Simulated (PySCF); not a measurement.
**The bond of AlB−, level by level**

One job finds the state of AlB−, follows it along the bond with each method and fits the curves.

Computed with PySCF 2.14.0. Level: Al def2-SVPD, B def2-SVPD, no relativity.

8 further runs of the same task are left out: 8 set aside as unsound or not needed.

**1. Set-up**

A driver script around PySCF takes these settings:

```json
{"atoms": "Al, B", "charge": "-1", "basis": "Al def2-SVPD, B def2-SVPD", "Hamiltonian": "no relativity", "basis functions": "44", "electrons treated": "19", "masses in u": "26.9815, 11.0093", "levels": "PBE0, PBE, r²SCAN, HSE06", "grid": "80 radial by 434 angular points", "occupations": "held fixed by the projection of orbital angular momentum", "dissociation limit": "Al− + B, each in its ground configuration", "starting distance in angstrom": "2.110", "values of 2S to try": "1, 3"}
```

Launch:

```
> OMP_NUM_THREADS=1 python dia.py task.json out
```

The job searches for the state first and then visits each distance with every level. Its results follow level by level.

**2. The PBE0 curve of the state that the search chose**

State followed: ⁴Σ⁻ (quartet), unpaired electrons σ ↑, π ↑↑. The scan is laid around 2.065 Å.

The SCF at the reference distance, 2.065 Å, printed:

```text
******** <class 'pyscf.dft.uks_symm.SymAdaptedUKS'> ********
method = SymAdaptedUKS
initial guess = minao
damping factor = 0
level_shift factor = 0
DIIS = <class 'pyscf.scf.diis.CDIIS'>
diis_start_cycle = 1
diis_space = 10
diis_damp = 0
SCF conv_tol = 1e-09
SCF conv_tol_grad = None
SCF max_cycles = 60
direct_scf = False
max_memory 909 MB (current use 260 MB)
number electrons alpha = 11  beta = 8
XC library pyscf.dft.libxc version 7.0.0
    S. Lehtola, C. Steigemann, M. J.T. Oliveira, and M. A.L. Marques.,  SoftwareX 7, 1–5 (2018)
XC functionals = PBE0
    C. Adamo and V. Barone.,  J. Chem. Phys. 110, 6158 (1999)
    M. Ernzerhof and G. E. Scuseria.,  J. Chem. Phys. 110, 5029 (1999)
small_rho_cutoff = 0
Overwritten attributes  get_k get_occ get_j get_jk get_hcore  of <class 'pyscf.dft.uks_symm.SymAdaptedUKS'>
<class 'pyscf.dft.uks_symm.SymAdaptedUKS'> does not have attributes  refdm
Set gradient conv threshold to 3.16228e-05
init E= -266.901052576571
cycle= 1 E= -266.896067279011  delta_E= 0.00499  |g|= 0.00492  |ddm|= 0.0551
cycle= 2 E= -266.896040429868  delta_E= 2.68e-05  |g|= 0.00728  |ddm|= 0.0394
cycle= 3 E= -266.896103043173  delta_E= -6.26e-05  |g|= 0.00145  |ddm|= 0.0215
cycle= 4 E= -266.896105641139  delta_E= -2.6e-06  |g|= 0.000362  |ddm|= 0.00449
cycle= 5 E= -266.896106250107  delta_E= -6.09e-07  |g|= 0.000161  |ddm|= 0.00236
cycle= 6 E= -266.896106441571  delta_E= -1.91e-07  |g|= 4.05e-05  |ddm|= 0.00186
cycle= 7 E= -266.896106454044  delta_E= -1.25e-08  |g|= 8.51e-06  |ddm|= 0.000554
cycle= 8 E= -266.896106454221  delta_E= -1.77e-10  |g|= 1.27e-06  |ddm|= 6.07e-05
Extra cycle  E= -266.896106454226  delta_E= -5.23e-12  |g|= 6.32e-07  |ddm|= 7.48e-06
converged SCF energy = -266.896106454226  <S^2> = 3.7541964  2S+1 = 4.0020977
```

The curve and what changes along it:

| R (Å) | E (eV) | μ (D) | Mulliken charge of Al (e) | Mayer bond order | ⟨S²⟩ | HOMO (eV) | LUMO (eV) |
| --- | --- | --- | --- | --- | --- | --- | --- |
| 1.7759 | 0.6888 | -0.64 | -0.67 | 1.73 | 3.76 | 0.26 | 2.85 |
| 1.8585 | 0.3067 | -0.93 | -0.65 | 1.73 | 3.76 | 0.21 | 2.91 |
| 1.9411 | 0.0950 | -1.21 | -0.62 | 1.73 | 3.76 | 0.17 | 2.96 |
| 2.0030 | 0.0201 | -1.42 | -0.60 | 1.72 | 3.75 | 0.14 | 3.00 |
| 2.0650 | 0.0000 | -1.63 | -0.58 | 1.72 | 3.75 | 0.12 | 3.02 |
| 2.1269 | 0.0223 | -1.82 | -0.56 | 1.71 | 3.75 | 0.10 | 3.05 |
| 2.2096 | 0.1013 | -2.06 | -0.54 | 1.69 | 3.75 | 0.13 | 3.08 |
| 2.3128 | 0.2538 | -2.34 | -0.52 | 1.67 | 3.75 | 0.24 | 3.11 |
| 2.4367 | 0.4832 | -2.62 | -0.51 | 1.65 | 3.75 | 0.35 | 3.08 |
| 2.6019 | 0.8223 | -2.93 | -0.50 | 1.62 | 3.75 | 0.47 | 3.04 |

Constants from the curve: Re = 2.061 Å, ωe = 624 cm⁻¹, ωexe = 4.04 cm⁻¹, αe = 0.00468 cm⁻¹, Be = 0.5077 cm⁻¹, De = 3.77 eV, μ = -1.61 D.

Orbitals nearest the gap at 2.065 Å:

| spin | orbital | ε (eV) | filled | made of |
| --- | --- | --- | --- | --- |
| α | σ | -7.08 | yes | B s 60 %, Al s 29 % |
| β | σ | -4.85 | yes | B s 48 %, Al s 42 % |
| α | σ | -2.52 | yes | Al s 53 %, B s 27 %, B p 17 % |
| β | σ | -0.92 | yes | Al s 53 %, B s 28 %, Al p 19 % |
| α | π | -0.05 | yes | B p 55 %, Al p 42 % |
| α | π | -0.05 | yes | B p 55 %, Al p 42 % |
| α | σ | 0.12 | yes | B p 39 %, Al p 35 %, Al s 15 % |
| β | π | 3.02 | no | Al p 75 %, B p 26 % |
| β | π | 3.02 | no | Al p 75 %, B p 26 % |
| α | π | 3.97 | no | Al p 46 %, Al d 24 %, B p 23 % |
| α | π | 3.97 | no | Al p 46 %, Al d 24 %, B p 23 % |

Polarisability there: 170.1 bohr³ along the bond, 87.3 across it.

**3. Fields at the reference distance**

Orbitals, density, ELF and potential are computed afterwards from the orbital file.

Frontier orbitals at PBE0 (alpha spin), with the share of their density that lies nearest to each atom:

| orbital | energy (eV) | lies on |
| --- | --- | --- |
| HOMO-1 | -0.05 | B2 61 %; Al1 39 % |
| HOMO | 0.12 | Al1 52 %; B2 48 % |
| LUMO | 3.97 | Al1 68 %; B2 32 % |

ELF in a plane through or near 2 of the atoms.

Values, 10 rows by 14 columns:
```
0.01 0.12 0.27 0.38 0.37 0.32 0.25 0.22 0.22 0.18 0.13 0.06 0.01 0.00
0.24 0.64 0.75 0.77 0.70 0.61 0.46 0.40 0.46 0.49 0.46 0.38 0.20 0.05
0.63 0.86 0.90 0.91 0.85 0.73 0.57 0.53 0.64 0.70 0.70 0.62 0.47 0.24
0.88 0.95 0.97 0.97 0.55 0.26 0.57 0.79 0.81 0.83 0.88 0.85 0.71 0.54
0.94 0.97 0.99 0.78 0.39 0.78 0.12 0.87 0.36 0.20 0.88 0.94 0.82 0.67
0.94 0.98 0.99 0.60 0.79 0.85 0.12 0.86 0.28 0.58 0.78 0.95 0.84 0.69
0.92 0.97 0.99 0.93 0.09 0.15 0.29 0.86 0.75 0.66 0.91 0.91 0.78 0.62
0.80 0.92 0.95 0.96 0.87 0.70 0.61 0.66 0.75 0.79 0.81 0.76 0.61 0.41
0.51 0.81 0.86 0.87 0.81 0.70 0.54 0.48 0.57 0.63 0.62 0.55 0.38 0.17
0.08 0.37 0.54 0.60 0.55 0.47 0.37 0.33 0.35 0.34 0.29 0.20 0.07 0.01
```
The map spans 7.3 Å across and 5.2 Å up, centred on the molecule. Atoms in the plane (x, y in Å): Al1 (-1.0, 0.0), B2 (1.0, 0.0).

log10 of the density (e/Å³) in the same plane.

Values, 10 rows by 14 columns:
```
-3.2 -2.8 -2.6 -2.4 -2.3 -2.2 -2.3 -2.3 -2.4 -2.5 -2.6 -2.8 -3.2 -3.5
-2.7 -2.3 -2.1 -1.8 -1.7 -1.7 -1.7 -1.8 -1.8 -1.9 -2.0 -2.3 -2.6 -3.0
-2.4 -2.0 -1.7 -1.4 -1.3 -1.2 -1.3 -1.3 -1.3 -1.3 -1.5 -1.8 -2.3 -2.6
-2.2 -1.7 -1.3 -1.0 -0.8 -0.8 -0.8 -0.7 -0.6 -0.7 -0.9 -1.3 -1.9 -2.3
-2.0 -1.5 -1.1 -0.7  0.3  1.0 -0.4 -0.3 -0.1  0.1 -0.4 -1.0 -1.6 -2.1
-2.0 -1.5 -1.1 -0.6  0.9  3.2 -0.1 -0.3  0.4  1.1 -0.3 -0.9 -1.6 -2.1
-2.1 -1.6 -1.2 -0.8 -0.5 -0.2 -0.6 -0.5 -0.4 -0.4 -0.6 -1.1 -1.7 -2.2
-2.3 -1.8 -1.5 -1.2 -1.0 -1.0 -1.0 -1.0 -1.0 -1.0 -1.2 -1.6 -2.1 -2.4
-2.5 -2.1 -1.8 -1.5 -1.4 -1.4 -1.4 -1.5 -1.5 -1.5 -1.7 -2.0 -2.4 -2.7
-2.9 -2.5 -2.3 -2.1 -2.0 -1.9 -2.0 -2.0 -2.1 -2.2 -2.3 -2.5 -2.9 -3.2
```
The map spans 7.3 Å across and 5.2 Å up, centred on the molecule. Atoms in the plane (x, y in Å): Al1 (-1.0, 0.0), B2 (1.0, 0.0).

On the surface of density 0.002 e/bohr³ the electrostatic potential runs, from the 1st to the 99th percentile, from -5.27 V near B2 to -4.37 V near Al1.

The spin density lies nearest to B2 65 %; Al1 35 %.

**4. PBE**

The SCF at the reference distance, 2.065 Å, printed:

```text
[... 13 set-up lines left out, the same as in an earlier log ...]
max_memory 909 MB (current use 337 MB)
[... 3 set-up lines left out, the same as in an earlier log ...]
XC functionals = PBE
    J. P. Perdew, K. Burke, and M. Ernzerhof.,  Phys. Rev. Lett. 77, 3865 (1996)
    J. P. Perdew, K. Burke, and M. Ernzerhof.,  Phys. Rev. Lett. 78, 1396 (1997)
    J. P. Perdew, K. Burke, and M. Ernzerhof.,  Phys. Rev. Lett. 77, 3865 (1996)
    J. P. Perdew, K. Burke, and M. Ernzerhof.,  Phys. Rev. Lett. 78, 1396 (1997)
[... 2 set-up lines left out, the same as in an earlier log ...]
init E= -266.870890606397
cycle= 1 E= -266.871978021279  delta_E= -0.00109  |g|= 0.00602  |ddm|= 0.287
cycle= 2 E= -266.871971898888  delta_E= 6.12e-06  |g|= 0.00659  |ddm|= 0.0528
cycle= 3 E= -266.871955202598  delta_E= 1.67e-05  |g|= 0.00747  |ddm|= 0.0339
cycle= 4 E= -266.872027602694  delta_E= -7.24e-05  |g|= 0.000599  |ddm|= 0.0227
cycle= 5 E= -266.872028418499  delta_E= -8.16e-07  |g|= 0.000337  |ddm|= 0.00535
cycle= 6 E= -266.872028615039  delta_E= -1.97e-07  |g|= 7.05e-05  |ddm|= 0.00207
cycle= 7 E= -266.872028622311  delta_E= -7.27e-09  |g|= 2.23e-05  |ddm|= 0.000495
cycle= 8 E= -266.872028623145  delta_E= -8.34e-10  |g|= 1.15e-06  |ddm|= 9e-05
Extra cycle  E= -266.872028623146  delta_E= -9.66e-13  |g|= 1.05e-06  |ddm|= 1.66e-05
converged SCF energy = -266.872028623146  <S^2> = 3.7538609  2S+1 = 4.00193
```

Re = 2.082 Å, ωe = 592 cm⁻¹, ωexe = 4.16 cm⁻¹, αe = 0.00490 cm⁻¹, Be = 0.4972 cm⁻¹, De = 3.99 eV, μ = -1.75 D.

**5. r²SCAN (meta-GGA)**

Log of the SCF at 2.065 Å:

```text
[... 17 set-up lines left out, the same as in an earlier log ...]
XC functionals = R2SCAN
    J. W. Furness, A. D. Kaplan, J. Ning, J. P. Perdew, and J. Sun.,  J. Phys. Chem. Lett. 11, 8208-8215 (2020)
    J. W. Furness, A. D. Kaplan, J. Ning, J. P. Perdew, and J. Sun.,  J. Phys. Chem. Lett. 11, 9248-9248 (2020)
    J. W. Furness, A. D. Kaplan, J. Ning, J. P. Perdew, and J. Sun.,  J. Phys. Chem. Lett. 11, 8208-8215 (2020)
    J. W. Furness, A. D. Kaplan, J. Ning, J. P. Perdew, and J. Sun.,  J. Phys. Chem. Lett. 11, 9248-9248 (2020)
[... 2 set-up lines left out, the same as in an earlier log ...]
init E= -267.003961582276
cycle= 1 E= -267.004348942071  delta_E= -0.000387  |g|= 0.00575  |ddm|= 0.158
cycle= 2 E= -267.004159124064  delta_E= 0.00019  |g|= 0.0137  |ddm|= 0.0625
cycle= 3 E= -267.004403598174  delta_E= -0.000244  |g|= 0.0018  |ddm|= 0.0334
cycle= 4 E= -267.004407988297  delta_E= -4.39e-06  |g|= 0.000699  |ddm|= 0.00787
cycle= 5 E= -267.004409468131  delta_E= -1.48e-06  |g|= 0.000256  |ddm|= 0.00477
cycle= 6 E= -267.004409618037  delta_E= -1.5e-07  |g|= 5.99e-05  |ddm|= 0.00146
cycle= 7 E= -267.004409638879  delta_E= -2.08e-08  |g|= 1.34e-05  |ddm|= 0.000857
cycle= 8 E= -267.004409639194  delta_E= -3.15e-10  |g|= 2.43e-06  |ddm|= 8.71e-05
Extra cycle  E= -267.004409639187  delta_E= 6.93e-12  |g|= 4.15e-06  |ddm|= 2.87e-05
converged SCF energy = -267.004409639187  <S^2> = 3.7572369  2S+1 = 4.0036168
```

Re = 2.066 Å, ωe = 620 cm⁻¹, ωexe = 4.20 cm⁻¹, αe = 0.00475 cm⁻¹, Be = 0.5052 cm⁻¹, De = 3.90 eV, μ = -1.36 D.

**6. HSE06 (range-separated hybrid)**

Output of the SCF at 2.065 Å:

```text
[... 13 set-up lines left out, the same as in an earlier log ...]
max_memory 909 MB (current use 338 MB)
[... 3 set-up lines left out, the same as in an earlier log ...]
XC functionals = HSE06
    J. Heyd, G. E. Scuseria, and M. Ernzerhof.,  J. Chem. Phys. 118, 8207 (2003)
    J. Heyd, G. E. Scuseria, and M. Ernzerhof.,  J. Chem. Phys. 124, 219906 (2006)
    A. V. Krukau, O. A. Vydrov, A. F. Izmaylov, and G. E. Scuseria.,  J. Chem. Phys. 125, 224106 (2006)
[... 2 set-up lines left out, the same as in an earlier log ...]
init E= -266.913652574245
cycle= 1 E= -266.913667739388  delta_E= -1.52e-05  |g|= 0.000391  |ddm|= 0.0274
cycle= 2 E= -266.913668152547  delta_E= -4.13e-07  |g|= 0.000146  |ddm|= 0.00586
cycle= 3 E= -266.913668173381  delta_E= -2.08e-08  |g|= 7.72e-05  |ddm|= 0.000907
cycle= 4 E= -266.913668184168  delta_E= -1.08e-08  |g|= 5.39e-05  |ddm|= 0.000651
cycle= 5 E= -266.913668187187  delta_E= -3.02e-09  |g|= 4.4e-05  |ddm|= 0.000221
cycle= 6 E= -266.913668190258  delta_E= -3.07e-09  |g|= 8.2e-06  |ddm|= 0.000159
cycle= 7 E= -266.913668190667  delta_E= -4.09e-10  |g|= 3.25e-06  |ddm|= 8.25e-05
Extra cycle  E= -266.913668190677  delta_E= -1.03e-11  |g|= 3.22e-06  |ddm|= 2.34e-05
converged SCF energy = -266.913668190677  <S^2> = 3.7543105  2S+1 = 4.0021547
```

Re = 2.062 Å, ωe = 622 cm⁻¹, ωexe = 4.08 cm⁻¹, αe = 0.00472 cm⁻¹, Be = 0.5072 cm⁻¹, De = 3.77 eV, μ = -1.63 D.

**7. The curves together**

Energy (eV) from each level's lowest point:

| R (Å) | PBE | r²SCAN | PBE0 | HSE06 |
| --- | --- | --- | --- | --- |
| 1.776 | 0.744 | 0.711 | 0.689 | 0.690 |
| 1.859 | 0.349 | 0.321 | 0.307 | 0.308 |
| 1.941 | 0.122 | 0.103 | 0.095 | 0.096 |
| 2.003 | 0.034 | 0.024 | 0.020 | 0.021 |
| 2.065 | 0.000 | 0.000 | 0.000 | 0.000 |
| 2.127 | 0.008 | 0.019 | 0.022 | 0.022 |
| 2.210 | 0.067 | 0.094 | 0.101 | 0.099 |
| 2.313 | 0.194 | 0.241 | 0.254 | 0.250 |
| 2.437 | 0.392 | 0.463 | 0.483 | 0.476 |
| 2.602 | 0.690 | 0.791 | 0.822 | 0.810 |

The whole job (state search and all levels along the bond) took 1.3 min on 1 thread of Arm Neoverse V2 (shared host), peak memory 0.5 GiB.

**8. What came out**

Lowest PBE0 solution found, without spin–orbit coupling: ⁴Σ⁻ (quartet), unpaired electrons σ ↑, π ↑↑.

| level | Re (Å) | ωe (cm⁻¹) | De (eV) | μ (D) |
| --- | --- | --- | --- | --- |
| PBE | 2.082 | 592 | 3.99 | -1.75 |
| r²SCAN | 2.066 | 620 | 3.90 | -1.36 |
| PBE0 | 2.061 | 624 | 3.77 | -1.61 |
| HSE06 | 2.062 | 622 | 3.77 | -1.63 |

De is counted to Al− + B in their ground configurations. A positive dipole points from Al to B; in an ion it is taken about the centre of mass and does not tell which atom is negative.

Time per point (s) on 1 thread of Arm Neoverse V2, shared host (CPU time, shared integrals of 0.03 s apart; correlated levels include their reference); the times are rough: PBE 0.45, r²SCAN 0.65, PBE0 0.61, HSE06 0.57.

The methods spread over 0.022 Å in bond length, from PBE0 to PBE. Among the levels with a De in the table, it runs from 3.77 eV (HSE06) to 3.99 eV (PBE).

With some functionals the highest level of the anion is positive, from self-interaction error or because the anion is truly unbound there; the finite basis then holds the extra electron, and no neutral molecule was run to test the binding.
